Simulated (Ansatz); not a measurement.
Mulliken charges of `CC(F)(F)F` from r2SCAN/def2-TZVPP in Ansatz (PBE0-D4/def2-TZVP geometry).

```json
{"atom": "C1", "x (Å)": "-0.615", "y (Å)": "-0.141", "z (Å)": "0.471", "charge (e)": "-0.156"}
{"atom": "C2", "x (Å)": "0.558", "y (Å)": "0.110", "z (Å)": "-0.424", "charge (e)": "0.502"}
{"atom": "F3", "x (Å)": "1.693", "y (Å)": "-0.382", "z (Å)": "0.094", "charge (e)": "-0.184"}
{"atom": "F4", "x (Å)": "0.395", "y (Å)": "-0.458", "z (Å)": "-1.628", "charge (e)": "-0.184"}
{"atom": "F5", "x (Å)": "0.754", "y (Å)": "1.420", "z (Å)": "-0.630", "charge (e)": "-0.184"}
{"atom": "H6", "x (Å)": "-0.442", "y (Å)": "0.336", "z (Å)": "1.435", "charge (e)": "0.069"}
{"atom": "H7", "x (Å)": "-0.738", "y (Å)": "-1.215", "z (Å)": "0.611", "charge (e)": "0.069"}
{"atom": "H8", "x (Å)": "-1.513", "y (Å)": "0.273", "z (Å)": "0.014", "charge (e)": "0.069"}
```

Problem. By hand: the dipole of these point charges (1 e Å = 4.8032 D).

Solution. Σ q r = (-0.333, -0.071, 0.254) e Å, of length 0.425 e Å = 2.04 D.

Problem. How does the dipole of the full density compare? (An estimate is asked.)

Solution. Ansatz gave: (-0.364, -0.078, 0.278) e Å, 2.23 D; the point charges give 0.91 times that, at 0° from its direction.

Point charges leave out the atoms' own dipoles, such as those of lone pairs, and Mulliken's split depends on the basis, so the close match here is no proof of good charges.
